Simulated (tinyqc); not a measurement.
Inside a calculation. Method: UHF in the sto-3g basis, for BH, spin multiplicity 1. This run ends on a higher stationary point, not on the lowest solution. One step of it, computed by the program tinyqc.

Task: Iteration 1: building the Fock matrix. J_ij = sum D_kl (ij|kl) with D = D(alpha) + D(beta), K_ij = sum D_kl (ik|jl) for each spin; F = H + J - K(s); E = tr D H + tr D J / 2 - 0.5 sum_s tr D(s) K(s) + E_nn.

D(alpha) at the start, order 1B 1s, 1B 2s, 1B 2px, 1B 2py, 1B 2pz, 2H 1s:
$$\begin{pmatrix}
0.990770 & -0.007272 & 0.000000 & 0.000000 & -0.086361 & -0.070449 \\
-0.007272 & 0.172778 & 0.000000 & 0.000000 & 0.258222 & 0.169138 \\
0.000000 & 0.000000 & 0.000009 & -0.002917 & 0.000000 & 0.000000 \\
0.000000 & 0.000000 & -0.002917 & 0.999991 & 0.000000 & 0.000000 \\
-0.086361 & 0.258222 & 0.000000 & 0.000000 & 0.391675 & 0.257609 \\
-0.070449 & 0.169138 & 0.000000 & 0.000000 & 0.257609 & 0.169624
\end{pmatrix}$$

D(beta) at the start, order 1B 1s, 1B 2s, 1B 2px, 1B 2py, 1B 2pz, 2H 1s:
$$\begin{pmatrix}
0.990770 & -0.007272 & 0.000000 & 0.000000 & -0.086361 & -0.070449 \\
-0.007272 & 0.172778 & 0.000000 & 0.000000 & 0.258222 & 0.169138 \\
0.000000 & 0.000000 & 0.153745 & -0.360704 & 0.000000 & 0.000000 \\
0.000000 & 0.000000 & -0.360704 & 0.846255 & 0.000000 & 0.000000 \\
-0.086361 & 0.258222 & 0.000000 & 0.000000 & 0.391675 & 0.257609 \\
-0.070449 & 0.169138 & 0.000000 & 0.000000 & 0.257609 & 0.169624
\end{pmatrix}$$

core Hamiltonian H = T + V (hartree), order 1B 1s, 1B 2s, 1B 2px, 1B 2py, 1B 2pz, 2H 1s:
$$\begin{pmatrix}
-12.659435 & -3.278456 & 0.000000 & 0.000000 & -0.010758 & -0.355831 \\
-3.278456 & -3.748233 & 0.000000 & 0.000000 & -0.105297 & -0.984835 \\
0.000000 & 0.000000 & -2.930264 & 0.000000 & 0.000000 & 0.000000 \\
0.000000 & 0.000000 & 0.000000 & -2.930264 & 0.000000 & 0.000000 \\
-0.010758 & -0.105297 & 0.000000 & 0.000000 & -2.998610 & -1.005542 \\
-0.355831 & -0.984835 & 0.000000 & 0.000000 & -1.005542 & -2.153141
\end{pmatrix}$$

Two-electron integrals (ij|kl) in chemists' order, unique and non-zero (hartree):
```
(11|11) 2.923513   (21|11) 0.518376   (21|21) 0.109262   (22|11) 0.744229
(22|21) 0.193177   (22|22) 0.544804   (31|31) 0.020264   (32|31) 0.029996
(32|32) 0.120346   (33|11) 0.742491   (33|21) 0.193240   (33|22) 0.544682
(33|33) 0.586773   (41|41) 0.020264   (42|41) 0.029996   (42|42) 0.120346
(43|43) 0.031630   (44|11) 0.742491   (44|21) 0.193240   (44|22) 0.544682
(44|33) 0.523513   (44|44) 0.586773   (51|51) 0.020264   (52|51) 0.029996
(52|52) 0.120346   (53|53) 0.031630   (54|54) 0.031630   (55|11) 0.742491
(55|21) 0.193240   (55|22) 0.544682   (55|33) 0.523513   (55|44) 0.523513
(55|55) 0.586773   (61|11) 0.055166   (61|21) 0.011591   (61|22) 0.020584
(61|33) 0.020497   (61|44) 0.020497   (61|51) 0.000805   (61|52) 0.001502
(61|55) 0.020770   (61|61) 0.001265   (62|11) 0.159180   (62|21) 0.042111
(62|22) 0.134277   (62|33) 0.130232   (62|44) 0.130232   (62|51) 0.004567
(62|52) 0.030138   (62|55) 0.142228   (62|61) 0.004764   (62|62) 0.050037
(63|31) 0.003811   (63|32) 0.018751   (63|53) 0.005331   (63|63) 0.004844
(64|41) 0.003811   (64|42) 0.018751   (64|54) 0.005331   (64|64) 0.004844
(65|11) 0.160742   (65|21) 0.043027   (65|22) 0.144606   (65|33) 0.137187
(65|44) 0.137187   (65|51) 0.007688   (65|52) 0.047563   (65|55) 0.159275
(65|61) 0.005049   (65|62) 0.062625   (65|65) 0.081623   (66|11) 0.337186
(66|21) 0.090720   (66|22) 0.328499   (66|33) 0.310745   (66|44) 0.310745
(66|51) 0.010408   (66|52) 0.094261   (66|55) 0.363513   (66|61) 0.010351
(66|62) 0.166787   (66|65) 0.224909   (66|66) 0.774606
```

nuclear repulsion = 1.69174300 hartree

Give: Coulomb J; exchange K(alpha); exchange K(beta); F(alpha); F(beta); total energy of this density.

Result:

Coulomb J (hartree), order 1B 1s, 1B 2s, 1B 2px, 1B 2py, 1B 2pz, 2H 1s:
$$\begin{pmatrix}
8.4739 & 1.7289 & 0.0000 & 0.0000 & 0.0383 & 0.1862 \\
1.7289 & 3.5189 & 0.0000 & 0.0000 & 0.2149 & 0.9157 \\
0.0000 & 0.0000 & 3.4498 & -0.0230 & 0.0000 & 0.0000 \\
0.0000 & 0.0000 & -0.0230 & 3.5569 & 0.0000 & 0.0000 \\
0.0383 & 0.2149 & 0.0000 & 0.0000 & 3.5384 & 1.0142 \\
0.1862 & 0.9157 & 0.0000 & 0.0000 & 1.0142 & 2.3835
\end{pmatrix}$$

exchange K(alpha) (hartree), order 1B 1s, 1B 2s, 1B 2px, 1B 2py, 1B 2pz, 2H 1s:
$$\begin{pmatrix}
2.9328 & 0.5835 & 0.0000 & 0.0000 & -0.0039 & 0.0639 \\
0.5835 & 0.4306 & 0.0000 & 0.0000 & 0.2382 & 0.2389 \\
0.0000 & 0.0000 & 0.0938 & -0.0016 & 0.0000 & 0.0000 \\
0.0000 & 0.0000 & -0.0016 & 0.6490 & 0.0000 & 0.0000 \\
-0.0039 & 0.2382 & 0.0000 & 0.0000 & 0.4128 & 0.2985 \\
0.0639 & 0.2389 & 0.0000 & 0.0000 & 0.2985 & 0.3803
\end{pmatrix}$$

exchange K(beta) (hartree), order 1B 1s, 1B 2s, 1B 2px, 1B 2py, 1B 2pz, 2H 1s:
$$\begin{pmatrix}
2.9328 & 0.5835 & 0.0000 & 0.0000 & -0.0039 & 0.0639 \\
0.5835 & 0.4306 & 0.0000 & 0.0000 & 0.2382 & 0.2389 \\
0.0000 & 0.0000 & 0.1792 & -0.2002 & 0.0000 & 0.0000 \\
0.0000 & 0.0000 & -0.2002 & 0.5636 & 0.0000 & 0.0000 \\
-0.0039 & 0.2382 & 0.0000 & 0.0000 & 0.4128 & 0.2985 \\
0.0639 & 0.2389 & 0.0000 & 0.0000 & 0.2985 & 0.3803
\end{pmatrix}$$

F(alpha) (hartree), order 1B 1s, 1B 2s, 1B 2px, 1B 2py, 1B 2pz, 2H 1s:
$$\begin{pmatrix}
-7.1183 & -2.1330 & 0.0000 & 0.0000 & 0.0314 & -0.2335 \\
-2.1330 & -0.6599 & 0.0000 & 0.0000 & -0.1286 & -0.3081 \\
0.0000 & 0.0000 & 0.4257 & -0.0214 & 0.0000 & 0.0000 \\
0.0000 & 0.0000 & -0.0214 & -0.0223 & 0.0000 & 0.0000 \\
0.0314 & -0.1286 & 0.0000 & 0.0000 & 0.1270 & -0.2898 \\
-0.2335 & -0.3081 & 0.0000 & 0.0000 & -0.2898 & -0.1500
\end{pmatrix}$$

F(beta) (hartree), order 1B 1s, 1B 2s, 1B 2px, 1B 2py, 1B 2pz, 2H 1s:
$$\begin{pmatrix}
-7.1183 & -2.1330 & 0.0000 & 0.0000 & 0.0314 & -0.2335 \\
-2.1330 & -0.6599 & 0.0000 & 0.0000 & -0.1286 & -0.3081 \\
0.0000 & 0.0000 & 0.3404 & 0.1772 & 0.0000 & 0.0000 \\
0.0000 & 0.0000 & 0.1772 & 0.0630 & 0.0000 & 0.0000 \\
0.0314 & -0.1286 & 0.0000 & 0.0000 & 0.1270 & -0.2898 \\
-0.2335 & -0.3081 & 0.0000 & 0.0000 & -0.2898 & -0.1500
\end{pmatrix}$$

total energy of this density = -24.200363 hartree
